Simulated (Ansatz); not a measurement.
Compare A (`C/C=C/C=O`) with its isomer B (`C1=COCC1`).

Isolated molecules relaxed with PBE0-D4/def2-TZVP in Ansatz; ΔE leaves out vibrations. CBS: MP2 limit from def2 TZ/QZ plus the TZ coupled-cluster correction, frozen cores. DFT in def2-TZVPP. B3LYP here is the variant with VWN-RPA as its local correlation; programs differ in this. One conformer a species, not always the lowest.

Question: Which is lower in electronic energy at CCSD(T)/CBS, and by how much? (Best estimate.)

Answer: Ansatz gave: A, by 19.7 kJ/mol.

Question: Give E(B) − E(A) in kJ/mol with LDA (SPW92), PBE0-D4, B3LYP-D4, MP2/def2-TZVPP, CCSD(T)/def2-SVP, HF/def2-TZVPP, ωB97M-V. (An estimate is asked.)

Answer: Computed: LDA (SPW92) -8.0, PBE0-D4 13.2, B3LYP-D4 35.3, MP2/def2-TZVPP 19.2, CCSD(T)/def2-SVP 31.4, HF/def2-TZVPP 40.5, ωB97M-V 17.8. The order is the other way round with LDA (SPW92).

Question: Does the order hold for the free energy at 298.15 K (harmonic terms from PBE0-D4)? (Estimate.)

Answer: The calculation gave: Yes: G(B) − G(A) = +32.7 kJ/mol, for one conformer each.

Largest T1 diagnostic: 0.014.

From PBE to PBE0 (25 % exact exchange), in def2-TZVPP and without D4, E(B) − E(A) moves by −11.6 kJ/mol. Leaving LDA and LC-ωPBE aside and taking each functional with its dispersion term where it has one, the values, not all of them listed here, spread over 37.1 kJ/mol, from PBE-QIDH to BLYP-D4. LDA lies −34.9 kJ/mol from PBE without D4.
